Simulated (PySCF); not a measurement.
Input for PySCF: R-B3LYP/6-311+G** on DMSO (SMILES CS(C)=O), a point of a torsion scan.

```python
from pyscf import gto, scf, dft, mp
from pyscf.data.elements import chemcore

mol = gto.M(
    atom='''
    C    -1.48308771   -0.01694172   -0.20359269
    S     0.20068123   -0.38600843    0.48498379
    C    -0.38310673   -0.59339367    2.23006914
    O     0.52387816   -1.73494279    0.02315973
    H    -1.95427133   -0.96170949   -0.45064821
    H    -1.34848872    0.56214942   -1.11203718
    H    -2.06858396    0.54935543    0.50934083
    H    -1.19450493   -1.31193429    2.25740900
    H     0.45442337   -0.96477158    2.81157507
    H    -0.69944205    0.37188705    2.60816286
    ''',
    basis='6-311+g**',
    charge=0, spin=0, verbose=3, max_memory=1800)
mf = dft.RKS(mol, xc='b3lyp')
mf.conv_tol = 1e-8
mf.max_cycle = 100
mf.kernel()
if not mf.converged:
    mf = mf.newton().run(mf.mo_coeff, mf.mo_occ)
```

It printed:

```
converged SCF energy = -553.26261199115
```

The calculation finished and met its thresholds.

Cost: around 14 core-seconds (rough).
